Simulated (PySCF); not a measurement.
# H₃O₂PS: electronic structure in real space

Aim: take H₃O₂PS and find what binds its two fragments and compute its lowest excited states.

Computed with PySCF 2.14.0. Level: levels as typed in each script, gas phase, geometry from start geometry of a pair search.

## Step 1: The system as given

SMILES `O=S=O.P`, 7 atoms, charge 0, spin multiplicity 1.

Bond lengths: O1–S2 1.438 Å, S2–O3 1.440 Å, P4–H5 1.383 Å, P4–H6 1.384 Å, P4–H7 1.391 Å. Angles: O1–S2–O3 115.8°, H5–P4–H6 93.7°, H5–P4–H7 94.0°, H6–P4–H7 93.5°.

As a file:

```csv
atom,x (Å),y (Å),z (Å)
O1,-1.2216,1.1765,0.3649
S2,-0.9609,-0.0200,-0.3889
O3,-0.9549,-1.2465,0.3658
P4,1.7482,0.0654,-0.0781
H5,1.8365,-1.1471,0.5821
H6,1.6021,0.7928,1.0899
H7,3.1253,0.2526,-0.1232
```

## Step 2: Binding of the two fragments (B3LYP/def2-svp)

input.py

```python
import numpy as np
from pyscf import gto, scf, dft
from pyscf.scf import atom_ks, atom_hf
from scipy.linalg import block_diag
from pyscf.dispersion import dftd3

def solve(mol, dm0=None, hcore=None):
    mf = (dft.UKS if mol.spin else dft.RKS)(mol, xc='b3lyp')
    mf.grids.level = 3
    mf = mf.density_fit(auxbasis='def2-universal-jkfit')
    mf.conv_tol, mf.max_cycle = 1e-8, 80
    if hcore is not None:
        mf.get_hcore = lambda *args: hcore
    mf.kernel(dm0)
    if not mf.converged:
        mf = mf.newton().run(mf.mo_coeff, mf.mo_occ, max_cycle=30)
    assert mf.converged, 'SCF not converged'
    return mf

mol = gto.M(atom='''
O     -1.22163     1.17653     0.36488
S     -0.96092    -0.02001    -0.38889
O     -0.95493    -1.24646     0.36579
P      1.74822     0.06542    -0.07813
H      1.83649    -1.14706     0.58206
H      1.60208     0.79276     1.08993
H      3.12533     0.25260    -0.12316
''', basis='def2-svp', charge=0, spin=0, verbose=4)
mol_a = gto.M(atom='''
O     -1.22163     1.17653     0.36488
S     -0.96092    -0.02001    -0.38889
O     -0.95493    -1.24646     0.36579
ghost-P      1.74822     0.06542    -0.07813
ghost-H      1.83649    -1.14706     0.58206
ghost-H      1.60208     0.79276     1.08993
ghost-H      3.12533     0.25260    -0.12316
''', basis='def2-svp', charge=0, spin=0, verbose=4)
mol_b = gto.M(atom='''
ghost-O     -1.22163     1.17653     0.36488
ghost-S     -0.96092    -0.02001    -0.38889
ghost-O     -0.95493    -1.24646     0.36579
P      1.74822     0.06542    -0.07813
H      1.83649    -1.14706     0.58206
H      1.60208     0.79276     1.08993
H      3.12533     0.25260    -0.12316
''', basis='def2-svp', charge=0, spin=0, verbose=4)
ab, a, b = solve(mol), solve(mol_a), solve(mol_b)
e_int = ab.e_tot - a.e_tot - b.e_tot
print('counterpoise-corrected interaction energy / kcal/mol', e_int * 627.5095)
def disp(atoms, charge):
    m = gto.M(atom=atoms, charge=charge, basis='sto-3g', spin=None, unit='Bohr', verbose=0)
    return dftd3.DFTD3Dispersion(m, xc='b3lyp', version='d3bj').get_dispersion()['energy']
e_disp = disp(mol._atom, mol.charge) - disp(mol._atom[:3], mol_a.charge) - disp(mol._atom[3:], mol_b.charge)
print('D3(BJ) part / kcal/mol', e_disp * 627.5095)
# spherically averaged free atoms, for the promolecule
atm = atom_ks.get_atm_nrks(mol, xc='b3lyp')
pro = block_diag(*[(atm[a[0]][2] * atm[a[0]][3]) @ atm[a[0]][2].T for a in mol._atom])
np.savez('result.npz', e_int=e_int, e_disp=e_disp, dm_a=a.make_rdm1(), dm_b=b.make_rdm1(), c=ab.mo_coeff, occ=ab.mo_occ, eps=ab.mo_energy, pro=pro, d=[f.dip_moment(verbose=0) for f in (ab, a, b)])
```

Started as:

```console
OMP_NUM_THREADS=1 python input.py
```

## Step 4: Excited states (B3LYP/def2-svp)

input.py

```python
import numpy as np
from pyscf import gto, scf, dft, tdscf
from pyscf.scf import atom_ks, atom_hf
from scipy.linalg import block_diag

def solve(mol, dm0=None, hcore=None):
    mf = (dft.UKS if mol.spin else dft.RKS)(mol, xc='b3lyp')
    mf.grids.level = 3
    mf = mf.density_fit(auxbasis='def2-universal-jkfit')
    mf.conv_tol, mf.max_cycle = 1e-8, 80
    if hcore is not None:
        mf.get_hcore = lambda *args: hcore
    mf.kernel(dm0)
    if not mf.converged:
        mf = mf.newton().run(mf.mo_coeff, mf.mo_occ, max_cycle=30)
    assert mf.converged, 'SCF not converged'
    return mf

mol = gto.M(atom='''
O     -1.22163     1.17653     0.36488
S     -0.96092    -0.02001    -0.38889
O     -0.95493    -1.24646     0.36579
P      1.74822     0.06542    -0.07813
H      1.83649    -1.14706     0.58206
H      1.60208     0.79276     1.08993
H      3.12533     0.25260    -0.12316
''', basis='def2-svp', charge=0, spin=0, verbose=4)
mf = solve(mol)
td = mf.TDA()
td.nstates, td.singlet, td.conv_tol = 5, True, 1e-5
td.kernel()
td.analyze()
x, y = np.array([p[0] for p in td.xy]), np.array([p[1] + 0 * p[0] for p in td.xy])
f, mu = td.oscillator_strength(), td.transition_dipole()
nto = [td.get_nto(state=i + 1, verbose=4) for i in range(len(td.e))]
# spherically averaged free atoms, for the promolecule
atm = atom_ks.get_atm_nrks(mol, xc='b3lyp')
pro = block_diag(*[(atm[a[0]][2] * atm[a[0]][3]) @ atm[a[0]][2].T for a in mol._atom])
np.savez('result.npz', e=td.e, f=f, ok=td.converged, w=[n[0] for n in nto], nto=[n[1] for n in nto], x=x, y=y, c=mf.mo_coeff, occ=mf.mo_occ, eps=mf.mo_energy, pro=pro, mu=mu)
```

(Steps that only read results are left out.)

Before running it: what results should come out? Wanted: interaction energy, counterpoise; lowest singlet excitation.

**Answer**, as computed:

| quantity | value |
| --- | --- |
| interaction energy, counterpoise (B3LYP/def2-svp) | +7.0 kcal/mol |
| lowest singlet excitation (B3LYP/def2-svp) | 4.12 eV |

What this shows: The counterpoise-corrected interaction energy of the frozen fragments is +7.0 kcal/mol without dispersion correction and +3.5 kcal/mol with D3(BJ). The geometry was not optimised at these levels.
